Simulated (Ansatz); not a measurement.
# Structure relaxation of SnMo2

The calculation used DFT PBE, scalar-relativistic, plane waves, PAW (Ansatz). Cutoff 420 eV, Γ-centred k mesh, Gaussian smearing, no spin polarisation in the final step.

The start puts SnMo2 on the rutile structure type (P4_2/mnm, No. 136), with Sn in place of Ti, Mo in place of O, at a guessed volume.

```yaml
crystal:
  lattice:
    - [5.66824, 0.00000, 0.00000]
    - [0.00000, 5.66824, 0.00000]
    - [0.00000, 0.00000, 3.65092]
  atoms:
    - { symbol: Sn, position: [0.00000, 0.00000, 0.00000] }
    - { symbol: Sn, position: [0.50000, 0.50000, 0.50000] }
    - { symbol: Mo, position: [0.30600, 0.30600, 0.00000] }
    - { symbol: Mo, position: [0.19400, 0.80600, 0.50000] }
    - { symbol: Mo, position: [0.69400, 0.69400, 0.00000] }
    - { symbol: Mo, position: [0.80600, 0.19400, 0.50000] }
```

Cell and atoms relax at zero pressure; the relaxation can't lower the symmetry of the start. After a coarse first stage the cell is made exact in the group found at 0.06 Å.

Energies over the elements count from the elements' standard structures at the same level, with no empirical corrections.

(1) Describe the relaxed structure.

(2) What are its volume, energy, density and gap?

## Answers

(1) It keeps P4_2/mnm (No. 136), but not the shape of the type it started on. Conventional cell: a = 7.058 Å, c = 2.742 Å. Sn is coordinated by 6 Mo at 2.62–2.74 Å and 2 Sn at 2.74 Å; Mo has 3 Sn at 2.62–2.74 Å and 2 Mo at 2.74 Å.

Space group P4_2/mnm (No. 136). a = 7.058 Å, b = 7.058 Å, c = 2.742 Å, α = 90.00°, β = 90.00°, γ = 90.00°
| atom | site | symmetry | x | y | z |
| --- | --- | --- | --- | --- | --- |
| Sn | 2a | m.mm | 0.0000 | 0.0000 | 0.0000 |
| Mo | 4f | m.2m | 0.2626 | 0.2626 | 0.0000 |

(2) The volume per atom is 22.76 Å³, the density is 7.55 g/cm³ and the energy over the elements is 1.70 eV/atom. The gap on the 6×6×14 mesh is 0 eV (a metal).

The final run used a 6×6×14 mesh on its 6-atom cell and 0.10 eV smearing. For metals, differences of a few meV/atom aren't resolved. Symmetry constrained the relaxation, so the result can be a saddle point. The steps took of the order of 5 core-minutes in all.